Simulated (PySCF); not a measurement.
Isomers of C5H9F, one conformer each; single-point electronic energies without zero-point terms and without any empirical dispersion term.

Computed with PySCF at wB97X-D/def2-SVPD, non-relativistic, each on one gas-phase PBE0-D3(BJ)/def2-SVP geometry that isn't relaxed in the solvent. The solvent is an IEF-PCM continuum (van der Waals radii × 1.2). Only the electrostatic response of the medium enters.

```
             isomer  relative energy, gas (kcal/mol)  dipole (D)
 `C(C)[C@@H](F)C=C`                              0.0        1.75
`CC[C@@H]1C[C@H]1F`                              4.7        1.92
```

Problem. How do the relative energies look in chloroform (ε = 4.711)?

Solution. 
```tsv
isomer	relative energy, solvent (kcal/mol)	E(solvent) − E(gas) (kcal/mol)	dipole in solvent (D)
`C(C)[C@@H](F)C=C`	0.0	-2.2	2.21
`CC[C@@H]1C[C@H]1F`	4.8	-2.1	2.23
```

The order is unchanged. Conformers: `[CH2:1]=[CH:2][C@H:3]([F:4])[CH2:5][CH3:6]` with C1–C2–C3–F4 4°, C2–C3–C5–C6 -179°; `[CH3:1][CH2:2][C@@H:3]1[CH2:4][C@H:5]1[F:6]` with C1–C2–C3–C4 -82°. `C(C)[C@@H](F)C=C` gains most from the continuum, while `CC[C@@H]1C[C@H]1F` has the largest gas-phase dipole. The gains span 0.1 kcal/mol, the gas-phase energies 4.7 kcal/mol.
